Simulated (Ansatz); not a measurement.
Relaxation of CH5N2 (8 atoms, charge 0, multiplicity 2), to a largest force component of 0.015 eV/Å in at most 40 steps.

The calculation used UKS B3LYP-D4/def2-SVPD (Ansatz 0.2.0).

```xyz
8
Properties=species:S:1:pos:R:3
N -0.653 0.702 -0.764
C 0.151 0.355 0.349
N 0.771 -0.916 0.266
H -1.287 -0.043 -1.026
H -1.159 1.563 -0.604
H 0.823 1.143 0.659
H 1.234 -1.162 1.131
H 0.121 -1.642 -0.012
```

Task: Where does it end, and by what steps?

Result: The run converged. After 4 steps the energy has fallen by 0.018 eV; H5 moved furthest, 0.07 Å.

```csv
step,energy less start (eV),largest force component (eV/Å),accepted
0,0.0000,0.374,yes
1,-0.0133,0.200,yes
2,-0.0178,0.050,yes
3,-0.0172,0.179,no
4,-0.0184,0.009,yes
```

```xyz
8
Properties=species:S:1:pos:R:3
N -0.654 0.696 -0.768
C 0.133 0.340 0.350
N 0.768 -0.920 0.261
H -1.343 -0.005 -1.031
H -1.119 1.590 -0.652
H 0.784 1.142 0.710
H 1.292 -1.156 1.096
H 0.139 -1.686 0.035
```

Whether the end is a true minimum wasn't checked by a vibrational analysis.

Run time: 13 s on 2 threads of Arm Neoverse V1 (shared host), peak memory 0.19 GiB.
